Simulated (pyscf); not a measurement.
Elementary routes open to `[SiH3][PH][PH2]` + `[H][H]` in the gas phase (singlet surface):
A. `[SiH3][PH2]` + `[PH3]` (P–P, H–H broken; H–P, H–P formed)
B. `[PH2][PH2]` + `[SiH4]` (P–Si, H–H broken; H–P, H–Si formed)

Structures and frequencies: ωB97X-D3(BJ)/def2-SVP in PySCF.

Task: Rank the routes by free-energy barrier at 298 K, lowest first, for ωB97M-D3(BJ)/def2-TZVP energies (ideal gas, 1 atm, RRHO with modes under 100 cm⁻¹ raised to 100, one conformer, R ln 2 for chiral ones without a mode under 150 cm⁻¹).

Result: B (3.28 eV), A (3.41 eV)

Route B is the fastest of these, ahead of the next by 0.13 eV. The most stable products are those of A (ΔG = -0.20 eV), whose barrier is 0.13 eV higher: the kinetic and the thermodynamic product differ. At 1200 K B is still the fastest. Only these routes are compared; each barrier is that of the saddle found, and lower ones may exist.
